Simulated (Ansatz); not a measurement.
A made-up structure of CH3SSi (charge +1), closed shell:

```json
{"atom": "C1", "x (Å)": "0.3572", "y (Å)": "0.2492", "z (Å)": "-0.4709"}
{"atom": "Si2", "x (Å)": "1.7279", "y (Å)": "-0.7678", "z (Å)": "-0.4405"}
{"atom": "S3", "x (Å)": "-0.8277", "y (Å)": "0.2808", "z (Å)": "0.2896"}
{"atom": "H4", "x (Å)": "0.1672", "y (Å)": "1.1216", "z (Å)": "-1.1553"}
{"atom": "H5", "x (Å)": "-1.1775", "y (Å)": "-1.0944", "z (Å)": "0.1911"}
{"atom": "H6", "x (Å)": "-0.2472", "y (Å)": "0.2105", "z (Å)": "1.5860"}
```

It is relaxed with PBE-D4/def2-SVP and then PBE0-D4/def2-TZVP (Ansatz 0.2.0). Atoms count as bonded within 1.22 times the sum of their covalent radii (H–H: 0.88 Å). The end point is not checked to be a true minimum.

Problem. Does its bonding change? (A judgement: the text doesn't fix the answer.)

Solution. The calculation gives: No: no bond forms or breaks.

Where it ends: The first stage lowers the energy by 3.33 eV in 9 steps. It ends as CH₃SSi ([Si][CH][SH2]), total charge +1:
C1  (0.487, 0.271, -0.535)
Si2  (1.832, -0.775, -0.860)
S3  (-0.989, 0.149, 0.344)
H4  (0.492, 1.209, -1.101)
H5  (-1.164, -1.183, 0.501)
H6  (-0.658, 0.329, 1.652)
(Å)

Labels in which every atom is bracketed show which atoms are joined, not bond orders.

For scale, one of the runs: PBE0-D4/def2-TZVP relaxation, 123 basis functions, launched by `ansatz run in.yaml --threads 2 --pin off --events-out ev --progress --plain --max-ram 4352MiB`. Hardware: 2 CPU threads of an Arm Neoverse V2, shared host. Wall time about 25 s.
